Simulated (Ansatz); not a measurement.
## Structure relaxation of CrSbC3

All numbers below come from Ansatz, DFT PBE, scalar-relativistic, plane waves, PAW. Cutoff 420 eV, Γ-centred k mesh, Gaussian smearing, no spin polarisation in the final step.

CrSbC3 was placed on the cubic perovskite structure type (Pm-3m, No. 221), with Sb in place of Sr, Cr in place of Ti, C in place of O, at a guessed volume.

```yaml
crystal:
  lattice:
    - [3.89418, 0.00000, 0.00000]
    - [0.00000, 3.89418, 0.00000]
    - [0.00000, 0.00000, 3.89418]
  atoms:
    - { symbol: Cr, position: [0.50000, 0.50000, 0.50000] }
    - { symbol: Sb, position: [0.00000, 0.00000, 0.00000] }
    - { symbol: C, position: [0.00000, 0.50000, 0.50000] }
    - { symbol: C, position: [0.50000, 0.00000, 0.50000] }
    - { symbol: C, position: [0.50000, 0.50000, 0.00000] }
```

Cell and atoms relax at zero pressure; the relaxation can't lower the symmetry of the start.

Energies over the elements count from the elements' standard structures at the same level, with no empirical corrections.

Question: What does it relax into?

Answer: It keeps Pm-3m (No. 221). The result still has the cubic perovskite structure. Conventional cell: a = 3.911 Å. Cr has 6 C at 1.96 Å; Sb has 12 C at 2.77 Å; C is coordinated by 2 Cr at 1.96 Å.

```xyz
5
Lattice="3.9108 0.0000 0.0000 0.0000 3.9108 0.0000 0.0000 0.0000 3.9108" Properties=species:S:1:pos:R:3 pbc="T T T"
Cr    1.9554    1.9554    1.9554
Sb    0.0000    0.0000    0.0000
C     0.0000    1.9554    1.9554
C     1.9554    0.0000    1.9554
C     1.9554    1.9554    0.0000
```

Question: What are its volume, energy, density and gap?

Answer: The volume per atom is 11.96 Å³. The density is 5.82 g/cm³ and the energy over the elements is 1.79 eV/atom. The gap on the 10×10×10 mesh is 0 eV (a metal).

The final run used a 10×10×10 mesh on its 5-atom cell and 0.10 eV smearing. The k mesh leaves about 4 meV/atom of noise in metals. Spin–orbit coupling is left out. Symmetry constrained the relaxation, so the result can be a saddle point. The steps took of the order of 28 core-seconds in all.

Cost: 2 runs of about 0.47 core-minutes in all, on Arm Neoverse V1 (shared hosts).